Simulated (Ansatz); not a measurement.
**Relaxing a trial structure of BClO**

The starting geometry of this gas-phase singlet was optimised with GFN2-xTB.

| atom | x (Å) | y (Å) | z (Å) |
| --- | --- | --- | --- |
| B | -1.4448 | 0.7925 | -0.1579 |
| Cl | 1.4226 | -0.5625 | -0.2209 |
| O | -0.3826 | 0.2908 | -0.1816 |

Q: Predict what it relaxes into with r2SCAN-D4/def2-TZVP.

A: It rearranges to `O=BCl`. Distances that change by over a tenth: Cl2–O3 (2.00 → 2.89 Å). Contacts that close: B1–Cl2 (3.17 → 1.68 Å).

The energy falls by 5.96 eV over 35 steps:

```csv
step,E − E(last) (eV)
1,5.959
5,5.527
9,5.526
12,5.507
16,5.501
20,5.493
24,5.434
27,4.881
31,0.384
35,0.000
```

Final geometry (Å):

| atom | x (Å) | y (Å) | z (Å) |
| --- | --- | --- | --- |
| B | -0.2298 | 0.2717 | -0.2642 |
| Cl | 0.7856 | -0.7789 | 0.5646 |
| O | -0.9606 | 1.0280 | -0.8608 |

The end wasn't checked by frequencies. Run with Ansatz 0.2.0, 31 s on 1 thread of Intel(R) Xeon(R) 6975P-C (Granite Rapids), on a shared host.
